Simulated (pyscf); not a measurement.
# Routes from [O=W(OH)(OH)–OH]•

Candidate steps break at most two bonds and form at most two. Each was searched with GFN2-xTB (tblite) first. Single points on ωB97X-D3(BJ)/def2-SVP structures (PySCF, gas phase). Energies: ωB97M-D3(BJ)/def2-TZVP, eV, from the reactant's lowest minimum found, doublet surface; ΔG‡ with ideal gas, 1 atm, RRHO with modes under 100 cm⁻¹ raised to 100, one conformer, R ln 2 for chiral ones without a mode under 150 cm⁻¹.

```
products                       type   ΔE‡     ΔE  ΔG‡ 298 K  ΔG‡ 900 K  ν‡ (cm⁻¹)
-------------------  --------------  ----  -----  ---------  ---------  ---------
[O–WH(=O)(OH)–OH]•   hydrogen shift  1.98  +1.92       1.82       1.87      1085i
O=W(=O)(OH)–OH + H•   bond scission  2.07  +1.71       1.89       1.94       757i
```

Plain bond fissions and candidates not yet searched are not listed, and one of them may be faster. Each barrier is that of the saddle found; lower ones may exist. Open-shell species with a d-block atom are single-reference here; other states, and whether the spin sits on metal or ligand, were not checked. Elements past Kr carry the def2 core potentials, without spin-orbit coupling.
